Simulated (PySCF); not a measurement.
An EPR job on `O[CH][C@H]1CO1` [radical].

Method: UKS B3LYP, pcH-1 on C H O, non-relativistic, mean-field spin-orbit, GIAO (PySCF 2.14.0). Geometry: GFN2-xTB. The command runs a driver script over a list of jobs; the input below is this job's line of settings and its coordinates in Å.

Command:
```bash
OMP_NUM_THREADS=1 python probes_run.py task.json out
```

Input:
```
{"job": {"kind": "epr", "basis": "pcH-1"}, "charge": 0, "multiplicity": 2}
O      1.721616    -0.773397     0.498233
C      1.214023     0.411096     0.067221
C     -0.215158     0.638585     0.082591
C     -1.179976    -0.345537    -0.490824
O     -0.981837    -0.232492     0.890176
H      0.995359    -1.257414     0.923761
H      1.927021     1.135320    -0.267302
H     -0.531364     1.678299     0.079578
H     -2.138375     0.002597    -0.856232
H     -0.802427    -1.252402    -0.949731
```

Give the output.

```
UKS, coarse grid
  cycle   1  E = -267.57787622  |g| = 5.57e-01
  cycle   2  E = -267.37193499  |g| = 9.48e-01
  cycle   3  E = -267.68313015  |g| = 8.20e-02
  cycle   4  E = -267.68572406  |g| = 3.21e-02
  cycle   5  E = -267.68613391  |g| = 1.19e-02
  cycle   6  E = -267.68618166  |g| = 5.28e-03
  cycle   7  E = -267.68619319  |g| = 1.18e-03
  cycle   8  E = -267.68619379  |g| = 6.93e-04
UKS, final grid
  cycle   1  E = -267.68617544  |g| = 9.67e-04
  cycle   2  E = -267.68617493  |g| = 1.48e-03
  cycle   3  E = -267.68617585  |g| = 1.15e-04
  cycle   4  E = -267.68617586  |g| = 2.73e-05
E = -267.68617586 Eh   <S^2> = 0.7546 (exact 0.7500)
g shifts (ppm)      1          2          3
  rmc          -207       -207       -207
  gc              8         66         29
  oz_so         363       1035       2044
  total         164        894       1866
hyperfine (MHz)  atom isotope    a_iso     a_fc   dipolar eigenvalues
    0   17O     -21.36     -21.36    -67.75     32.53     35.22
    1   13C      76.35      76.35    -73.26    -72.36    145.62
    2   13C     -43.86     -43.86     -6.73      1.04      5.69
    3   13C      66.88      66.88    -12.27    -11.72     23.99
    4   17O      -3.42      -3.42    -20.55      9.37     11.18
    5    1H      -8.27      -8.27    -12.28     -9.56     21.84
    6    1H     -60.85     -60.85    -34.99     -0.36     35.35
    7    1H      21.89      21.89     -4.77     -3.42      8.19
    8    1H       2.63       2.63     -6.08     -1.81      7.88
    9    1H      -7.33      -7.33     -6.26     -0.36      6.62
```

rmc, gc and oz_so are the mass-correction, gauge-correction and orbital-Zeeman/spin–orbit parts of the g shift along its three principal axes; a_iso is the isotropic hyperfine coupling and a_fc its Fermi-contact part. The program numbers atoms from 0.

Get g_iso from the total shifts.

Their mean is 975 ppm; added to g_e = 2.002319 it gives 2.00329.

In short: ⟨S²⟩ 0.755; g_iso 2.0033.

Isolated species at its GFN2-xTB geometry (one conformer only).

On an Arm Neoverse V1 with one thread, no GPU (shared host), this took 18 s wall (with the writing of density and orbital grids) and 0.69 GiB of memory at its peak.
Labels such as C1 count atoms from 1, the log's own numbers from 0.
